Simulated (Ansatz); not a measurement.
# Si(NH2)2 (SiN₂H₄): an energy map over two coordinates

Computed with Ansatz 0.2.0. Level: RKS r2SCAN0-D4/def2-TZVP.

## (1) The starting structure

7 atoms, charge 0, spin multiplicity 1.

Atoms are counted from 1 here; the program's logs count them from 0.

Bond lengths: Si1–N2 1.744 Å, Si1–N5 1.744 Å, N2–H3 1.022 Å, N2–H4 1.026 Å, N5–H6 1.022 Å, N5–H7 1.026 Å. Angles: N2–Si1–N5 99.9°, Si1–N2–H3 120.2°, Si1–N2–H4 128.4°, H3–N2–H4 111.4°, Si1–N5–H6 120.2°, Si1–N5–H7 128.4°, H6–N5–H7 111.4°.

As a file:

```tsv
atom	x (Å)	y (Å)	z (Å)
Si1	0.00934	0.87442	-0.75625
N2	1.33522	0.00211	-0.03280
H3	2.29944	0.24774	-0.26544
H4	1.29730	-0.77278	0.63819
N5	-1.33468	0.04856	-0.01205
H6	-2.29329	0.32714	-0.23031
H7	-1.31333	-0.72720	0.65866
```

This geometry comes from a loose relaxation at PBE in a small basis, which is not shown.

## (3) The grid

First coordinate, angle N2–Si1–N5 (carried through 180): 11 values from 82.2 to 277.8 °. Second coordinate, change of the bonds Si1–N2, Si1–N5, all alike: 11 values from −0.188 to 0.291 Å.

Nothing else is relaxed (all other coordinates rigid). Energies count from the relaxed molecule at the same level. Points are written as (first, second).

(The set-up runs are not shown.)

## (4) Point (101.7°, 0.291 Å)

Contents of input.yaml:

```yaml
crystal:
  periodic: [false, false, false]
  atoms:
    - { symbol: Si, position_ang: [0.009137, 0.855718, -0.739809] }
    - { symbol: "N", position_ang: [1.549806, -0.126462, 0.074114] }
    - { symbol: H, position_ang: [2.492111, 0.120612, -0.160789] }
    - { symbol: H, position_ang: [1.514769, -0.885995, 0.731355] }
    - { symbol: "N", position_ang: [-1.551932, -0.072667, 0.098031] }
    - { symbol: H, position_ang: [-2.488613, 0.206999, -0.122379] }
    - { symbol: H, position_ang: [-1.533124, -0.83314, 0.75485] }
basis:
  gaussian: { orbitals: def2-TZVP }
hamiltonian:
  xc: { name: r2SCAN0 }
  dispersion: d4
output:
  forces: true
```

The run is started by

```bash
ansatz run input.yaml --threads 1 --pin off --max-ram 2560MiB --backend cpu --events-out ev --progress --plain --runs-dir out
```

Q: Estimate wall time and peak memory on 1 thread of AMD EPYC 7R43 (Zen 3), shared host.

About 3.7 s, with a peak of 0.21 GiB.
